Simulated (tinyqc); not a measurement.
Starting guesses with DIIS over 6 matrices: SCF starting guesses in the sto-3g basis, for NH3+, spin multiplicity 2. Computed by the program tinyqc with PySCF. UHF with one setting changed at a time; a run stops when the energy changes by less than 1e-09 hartree and the error matrix is below 1e-5. Starts: the lowest orbitals of the core Hamiltonian, of the Wolfsberg-Helmholz matrix (K = 1.75), projected atomic densities, random orbitals, and the highest orbitals of the core Hamiltonian (a deliberately bad start).

Geometry (angstrom):
```
atom        x        y       z
N      0.0000   0.0000  0.2480
H      1.1790   0.0000  0.0000
H     -0.5900   1.0210  0.0000
H     -0.5900  -1.0210  0.0000
```

lowest solution found by these runs and by PySCF with stability checks = -55.154780 hartree

Largest element of the error matrix X^T (FDS - SDF) X:
```
iteration     core  Wolfsberg-Helmholz  atomic densities   random  highest core orbitals
1          3.0e-01             1.8e-01           3.8e-01  5.4e+00                9.3e-02
2          1.1e-01             4.9e-02           1.0e-01  2.7e-01                3.2e-01
3          1.4e-02             1.4e-02           1.6e-02  8.8e-02                3.2e-01
4          3.7e-03             4.5e-03           5.6e-03  6.7e-02                3.2e-01
5          2.6e-03             2.7e-03           3.7e-03  3.6e-02                3.2e-01
6          1.2e-03             4.1e-04           1.1e-03  9.4e-03                3.2e-01
8          1.9e-05             3.6e-05           3.8e-05  1.5e-03                8.0e-02
10         8.4e-07             2.1e-07           4.4e-07  9.2e-05                1.2e-02
14               -                   -                 -  6.1e-06                4.5e-04
```

How each run ends:
```
run                    iterations  E (hartree)         state
core                           10   -55.154780  lowest found
Wolfsberg-Helmholz             10   -55.154780  lowest found
atomic densities               10   -55.154780  lowest found
random                         15   -55.154780  lowest found
highest core orbitals          19   -54.908979        higher
```

What does the comparison show, and why?

4 of 5 runs reach the lowest solution found, in 10 to 15 iterations (fastest: core, Wolfsberg-Helmholz, atomic densities). Ending on a higher stationary point: highest core orbitals; a small error matrix cannot reveal that, and an occupation fixed by the start is kept by symmetry or by the shape of the basin. The first errors are 3e-01, 2e-01, 4e-01, 5e+00, 9e-02; the deliberately bad start has the smallest one, so a small first error does not mark a good start.
